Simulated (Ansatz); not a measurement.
in.yaml

```yaml
crystal:
  periodic: [false, false, false]
  atoms:
    - {symbol: Al, position_ang: [0.000000, 0.000000, 0.000000]}
    - {symbol: Be, position_ang: [0.000000, 0.000000, 4.558000]}
basis:
  gaussian: {orbitals: aug-cc-pVDZ}
magnetization: {spin_polarized: false, initial_magnetization: 1}
correlation: {method: fci, electrons: outside_noble_gas}
```

```sh
$ ansatz run in.yaml --threads 1 --pin off --events-out ev --progress --plain --max-ram 2393MiB
```

Output:

```
845 factors; integrals over basis functions are off by at most 1.8e-7 eV
mean field evaluation 1: about -6977.7901 eV, gradient 2.4e0 eV
mean field evaluation 2: about -6977.7910 eV, gradient 2.4e0 eV
mean field evaluation 4: about -6978.1326 eV, gradient 1.3e0 eV
mean field evaluation 8: about -6978.1688 eV, gradient 1.1e-1 eV
mean field evaluation 16: about -6978.1001 eV, gradient 1.2e0 eV
mean field evaluation 32: about -6978.1694 eV, gradient 1.3e-6 eV
mean field evaluation 64: about -6978.1693 eV, gradient 4.9e-2 eV
mean field evaluation 96: about -6978.1688 eV, gradient 1.1e-1 eV
mean field -6978.16935882 eV, -256.4429939634 hartree, gradient 4.2e-6 eV, S^2 0.750000; 8 other end points of the search recorded, 0 dependent functions left out
mean field evaluation 128: about -6978.2053 eV, gradient 1.1e0 eV
mean field evaluation 160: about -6978.2802 eV, gradient 6.3e-2 eV
mean field evaluation 192: about -6978.2703 eV, gradient 4.6e-1 eV
mean field evaluation 224: about -6978.2754 eV, gradient 4.5e-2 eV
mean field evaluation 256: about -6978.0655 eV, gradient 1.9e0 eV
determinant -6978.16935882 eV, -256.4429939634 hartree, with singles and doubles -6980.82213324 eV, -256.5404816255 hartree
determinant -6978.15072542 eV, -256.4423091986 hartree, with singles and doubles -6980.81785250 eV, -256.5403243111 hartree
determinant -6978.16935882 eV, -256.4429939634 hartree, with singles and doubles -6980.79405310 eV, -256.5394496992 hartree
determinant -6978.15072542 eV, -256.4423091986 hartree, with singles and doubles -6980.78818445 eV, -256.5392340304 hartree
6 core orbitals not correlated: weight in the atoms' cores, before any rotation towards them, 1.000 or more for the frozen orbitals, at most 0.000 for the correlated occupied ones
reference -6978.16935882 eV, -256.4429939634 hartree; 3, 2 occupied and 41, 42 virtual orbitals, 845 factors
state -6980.83977491 eV, -256.5411299449 hartree
Total energy: -6980.83977491 eV, -256.5411299449 hartree
```

Ran on 1 thread of AMD EPYC 7B13, shared host: 53 s wall, 0.52 GiB peak host memory.
